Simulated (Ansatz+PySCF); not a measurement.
# doublet CH3Cl(+): levels of theory in one basis

```xyz
5

C    -0.0498    0.0000   -0.1561
Cl   -0.0548    0.0000    1.6059
H    -0.4704   -0.9361   -0.5260
H     1.0453    0.0000   -0.3978
H    -0.4704    0.9361   -0.5260
```

Basis set: cc-pVTZ on H, C; cc-pV(T+d)Z on Cl (spherical functions). Frozen core: 6 orbitals. Correlation on ROHF uses semicanonical orbitals with singles. Charge 1, multiplicity 2.

Computed with Ansatz (development build ahead of 0.2.0) and PySCF 2.14.0; each method stands on the lowest determinant of its kind that the runs found.

| method | E − E(ROHF) (eV) | <S²> of the determinant |
| --- | --- | --- |
| ROHF | 0.00 | 0.75 |
| UHF | -0.17 | 0.76 |
| ROHF-MP2 | -9.26 | – |
| UHF-MP2 | -9.22 | 0.76 |

(1) What does ROHF-CCSD(T) give on the same scale?

Results:

(1) -10.65 eV.

Caution for ROHF-MP2, UHF-MP2: MP2 on this radical cation hangs on the determinant chosen.
